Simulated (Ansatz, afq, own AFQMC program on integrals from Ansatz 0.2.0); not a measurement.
AFQMC on a folder of integrals that Ansatz 0.2.0 wrote.

```yaml
crystal:
  periodic: [false, false, false]
  atoms:
    - {symbol: Si, position_ang: [0.000000, -0.066010, 1.277710]}
    - {symbol: Al, position_ang: [0.000000, 0.014356, -1.367591]}
    - {symbol: H, position_ang: [0.000000, 1.455013, 1.006599]}
basis:
  gaussian: {orbitals: cc-pVDZ}
total_charge: 1
magnetization: {spin_polarized: true, initial_magnetization: 1}
correlation: {method: ccsd_t, electrons: outside_noble_gas, hamiltonian_folder: ham}
```

```sh
$ ansatz run in.yaml --threads 1 --pin off --events-out ev --progress --plain --max-ram 24576MiB --backend cuda --devices 0, --max-vram 18GiB
```

Options of the walk:

```
--method free --trial cisd --walkers 4000 --time-step 0.03 --max-blocks 4000 --target-error 0.00032 --factor-cut 1e-05 --seed 1951 --times 0,0.3,0.6,1.2,1.8,2.4,3.6,4.8,6 --taylor-order 8
```

Times are imaginary, in 1/Eh. The walk had a cap of 61 s.

Output of the walk:

```
orbitals 31  electrons 4 3  factors 223 of 411
reference energy -531.11593057 Eh
CCSD correlation -0.13347222 Eh in 14 cycles, weight of the determinant in the CISD state 0.8669
repeat  energy at the last time / Eh  error
    10  -531.254494  0.000135
    20  -531.254501  0.000081
    30  -531.254465  0.000066
time / (1/Eh)  energy / Eh  error  mean overlap
  0.00  -531.249418  0.000016  1.1537
  0.30  -531.251274  0.000019  1.1535
  0.60  -531.252344  0.000022  1.1532
  1.20  -531.253397  0.000024  1.1564
  1.80  -531.253837  0.000022  1.1596
  2.40  -531.254091  0.000027  1.1622
  3.60  -531.254309  0.000036  1.1659
  4.80  -531.254374  0.000052  1.1719
  6.00  -531.254450  0.000065  1.1744
energy -531.254450 +/- 0.000065 Eh
```

The run passed its tests (error under three times the target), which doesn't prove that it has relaxed.

Against this walk (error 1.8 meV) on the same determinant: CCSD(T) 36.5 meV higher, CCSDT(Q) 1.4 meV higher (within the noise), CCSDTQ 0.6 meV higher (within the noise), full CI 0.4 meV higher (within the noise). The error is statistical, and a free projection of finite length keeps a remainder of its start. The last points still move (meV from the last: 16.7 ± 0.6 at 1.80, 9.8 ± 0.7 at 2.40, 3.8 ± 1.0 at 3.60, 2.1 ± 1.4 at 4.80, 0.0 ± 1.8 at 6.00), but the last one has reached full CI within the noise or passed it, so little can be left to fall.

Cautions: remainder of the start not in the error; the determinant is a saddle point among determinants of its kind; unrestricted determinant slightly spin contaminated (⟨S²⟩ 0.82 against 0.75).

The walk took 26 s on 1 × NVIDIA H100 80GB HBM3 with 2 threads of AMD EPYC 7R13 Processor (Zen 3) (shared host) (the card was shared). The log's last line is the free-projection energy.

CCSDT and higher add their correlation energy to the determinant of the CCSD(T) run, since their own runs factorise the integrals more tightly (a shift of under 2 meV). A walk keeps the symmetry of its determinant, which the program's search chose and which needn't be the lowest solution, so a lower state of the same spin and another symmetry isn't excluded.
